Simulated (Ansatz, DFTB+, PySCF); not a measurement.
Process, species as SMILES: CC#CC [but-2-yne] + 2 C (CH4) → C#C (C2H2) + 2 CC (C2H6)

Quantity: bond separation energy (enthalpy at 298 K), in kcal/mol. Terms: 6-31G* and kin with 6d, 5d where marked; valence correlation only; 6-311+G** with 5d; no dispersion term unless named; non-relativistic; SCC-DFTB with the Slater-Koster set that CP2K ships; no spin-orbit coupling. CBS marks a two-point X^-3 extrapolation of the correlation energy; Hartree-Fock from the larger set. [CCSD(T)-MP2]/basis is that difference in the basis named. First-principles and DFTB rows: single points at B3LYP-D3(BJ) geometries (Ansatz, a quantum-chemistry and plane-wave program), with unscaled harmonic terms from B3LYP/6-31G* (Ansatz) at its own minima.

Measured values: Active Thermochemical Tables 1.112 (ions: stationary electron), as tabulated in the package chemicals; they hold spin-orbit and core effects, anharmonicity. 

Value to compare with, the measured value: 15.3 kcal/mol.

```tsv
level	program	bond separation energy (enthalpy at 298 K) (kcal/mol)	error
SCC-DFTB	DFTB+	15.7	0.4
HF/3-21G	Ansatz	15.2	-0.1
PBE/STO-3G	Ansatz	18.1	2.8
PBE/6-31G*	Ansatz	19.9	4.6
B3LYP/6-31G*	Ansatz	18.6	3.3
B3LYP/6-311+G**	Ansatz	15.9	0.6
PBE0/6-31G*	Ansatz	18.8	3.5
PBE0/6-311+G**	Ansatz	16.7	1.4
MP2/6-31G*	Ansatz	15.7	0.4
B3PW91/6-31G* (5d)	PySCF	19.0	3.7
PBE0/def2-TZVPD	Ansatz	17.3	2.0
M06-2X/def2-TZVPD	PySCF	15.8	0.5
B2PLYP-D3(BJ)/def2-TZVPD	Ansatz + dftd3	15.9	0.6
RI-MP2/CBS(cc-pVTZ,cc-pVQZ)+[CCSD(T)-MP2]/cc-pVTZ	Ansatz	14.1	-1.2
```

Among the 10 habitual levels, PBE/6-31G* lies farthest from the measured value (4.6 kcal/mol); 9 of 10 lie above it, and their mean absolute error is 2.1 kcal/mol, the median 2.1. One case shows no general order.

The levels are drawn from those run, B3LYP/6-31G* more often than the rest, none by its result; left out are runs that failed, that the program found above a lower state of the same kind, or whose <S^2> lies over 0.5 above the pure value.
